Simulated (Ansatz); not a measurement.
C3H6FN (`CC/N=C\F`). Total charge 0; spin multiplicity 1. The structure was optimised at the PBE0-D4/def2-TZVP level. It is one conformer, not always the lowest.

```xyz
11

C    -1.469    0.401    0.198
C     0.033    0.511    0.380
N     0.636   -0.804    0.329
C     1.543   -1.076   -0.470
F     2.083   -0.218   -1.361
H    -1.938    1.380    0.312
H    -1.713    0.020   -0.796
H    -1.897   -0.280    0.936
H     0.248    0.917    1.374
H     0.459    1.200   -0.356
H     2.015   -2.052   -0.546
```

Question: What is the dipole moment at ωB97M-V/def2-TZVPP? (Best estimate.)

Answer: The calculation gave: 0.25 D, with components (-0.09, 0.22, -0.07) D in this frame, pointing from negative to positive charge.

Question: And with PBE, r2SCAN, B3LYP? (Estimate.)

Answer: Ansatz gave: PBE 0.32 D, r2SCAN 0.30 D, B3LYP 0.27 D.

Question: Give the Mulliken charges with ωB97M-V, B3LYP, r2SCAN in def2-TZVPP. (Estimate.)

Answer: Computed: 
| atom | ωB97M-V | B3LYP | r2SCAN |
| --- | --- | --- | --- |
| C1 | -0.28 | -0.23 | -0.12 |
| C2 | -0.06 | 0.01 | 0.10 |
| N3 | -0.23 | -0.22 | -0.28 |
| C4 | 0.15 | 0.13 | 0.20 |
| F5 | -0.20 | -0.21 | -0.20 |
| H6 | 0.09 | 0.08 | 0.04 |
| H7 | 0.10 | 0.08 | 0.04 |
| H8 | 0.11 | 0.09 | 0.05 |
| H9 | 0.10 | 0.08 | 0.04 |
| H10 | 0.09 | 0.07 | 0.04 |
| H11 | 0.13 | 0.13 | 0.10 |

B3LYP here is the variant with VWN-RPA as its local correlation; programs differ in this.
